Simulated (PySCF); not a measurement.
Simulated outer-valence photoelectron spectrum of `[O+](C)(C)C`. Computed with EOM-IP-CCSD/aug-cc-pVDZ in PySCF, restricted Hartree–Fock reference, frozen core, non-relativistic, gas phase, PBE0-D3(BJ)/def2-SVP geometry.

Each root has a Gaussian of 0.5 eV full width with its one-hole share as area; cross sections and vibrations are left out, and the highest printed point is 100.

(ionisation energy (eV), intensity): (16.7, 0), (16.8, 1), (16.9, 3), (17.0, 7), (17.1, 16), (17.2, 29), (17.3, 41), (17.4, 47), (17.5, 43), (17.6, 31), (17.7, 18), (17.8, 9), (17.9, 3), (18.0, 1), (18.1, 0), (18.2, 0), (18.3, 0), (18.4, 0), (18.5, 0), (18.6, 0), (18.7, 0), (18.8, 0), (18.9, 0), (19.0, 1), (19.1, 2), (19.2, 6), (19.3, 14), (19.4, 27), (19.5, 42), (19.6, 55), (19.7, 65), (19.8, 76), (19.9, 90), (20.0, 100), (20.1, 98), (20.2, 80), (20.3, 54), (20.4, 29), (20.5, 12), (20.6, 4), (20.7, 1), (20.8, 0)

Question: Where are the maxima, and how many lines lie under the curve?

Answer: 2 maxima, at 17.4 and 20.0 eV, from 3 lines (4 roots with degenerate partners counted). At this width some lines have no maximum of their own.

Question: List the lines with their holes.

Answer: 
| E (eV) | leading hole (HF orbital) | area | Koopmans (eV) |
| --- | --- | --- | --- |
| 17.41 | HOMO | 0.95 | 18.97 |
| 19.63 | HOMO-1 | 0.96 | 20.47 |
| 20.07 | HOMO-2/HOMO-3 | 1.92 | 20.96 |

The widest gap, 2.22 eV, lies between 17.41 and 19.63 eV. Only orbitals with −ε under 21 eV, eight at most, were ionised, so the high end of the curve may lack lines.
